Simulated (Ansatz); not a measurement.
Rock-salt HfC

All values below come from r²SCAN+SOC in Ansatz (plane waves, PAW).

Settings: plane-wave cutoff 600 eV, 16×16×16 k mesh, Fermi–Dirac smearing 0.1 eV, finite displacements, PAW data made under PBE.

Cell (relaxed at this level):

```xyz
2
Lattice="0.0000 2.3183 2.3183 2.3183 0.0000 2.3183 2.3183 2.3183 0.0000" Properties=species:S:1:pos:R:3 pbc="T T T"
Hf     0.0000     0.0000     0.0000
C      2.3183     2.3183     2.3183
```

| Quantity | Result |
|---|---|
| TO(Γ) frequency | 422 cm⁻¹ |

The result took around 2.9 core-hours (rough).

Ansatz is a first-principles code.
